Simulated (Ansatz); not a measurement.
**How far each method lies from UCCSDT(Q) for Al–P–GaH⁺, doublet**

Geometry: that of the Al–P–GaH, singlet, kept fixed.

```xyz
4

Al    0.0000    0.6705   -2.1644
Ga    0.0000    0.2039    1.0670
P     0.0000   -1.0785   -0.5925
H     0.0000    1.0859    2.3386
```

Basis cc-pVDZ; Ansatz 0.2.0. Only valence electrons are correlated (noble-gas cores and the filled d shells of p-block atoms frozen), which leaves 11 electrons in 44 orbitals. R marks a restricted (for open shells ROHF) determinant, U an unrestricted one. Active spaces: frontier = (9e, 9o) about the gap. No spin–orbit coupling is included, and no scalar relativity.

Full CI isn't at hand for all of this; UCCSDT(Q) serves as the reference, and is uncertain by the last step of the cluster series or more. The frozen core follows each run's orbitals, which can shift R against U totals by a few meV for light atoms and by up to 0.1 eV past Ca.

```
UHF ⟨S²⟩                          : 0.801
T1 diagnostic (RCCSD)             : 0.0351
largest doubles amplitude (RCCSD) : 0.059
T1 diagnostic (UCCSD)             : 0.0271
```

```tsv
level	E − E(UHF) (eV)
UMP2	-5.1868
UCCSD	-6.0102
UCCSD(T)	-6.3166
```

(1) Estimate how far UCCSDT(Q) in cc-pVDZ lies from UCCSD(T). The table doesn't fix it; the size of (T) and the diagnostics are the guide.

(1) UCCSDT(Q) in cc-pVDZ lies 1.60 kcal/mol below UCCSD(T), which is 23 % of the (T) step (-7.07 kcal/mol). T1 is raised, but (T) still catches most of what CCSD lacks. The miss exceeds 1 kcal/mol.

The other levels:

```tsv
level	E − E(UCCSDT(Q)) (kcal/mol)	wall time
UCCSDT	0.69	–
```

Run but not shown, since their state, orbitals or frozen core can't be matched to the reference's or they repeat it: RHF, RMP2, RCCSD, RCCSD(T), BCCD(T), RCCSDT, RCCSDT(Q), CASSCF (frontier space), NEVPT2 (frontier space), MRCISD (frontier space), MRCISD+Q (frontier space).
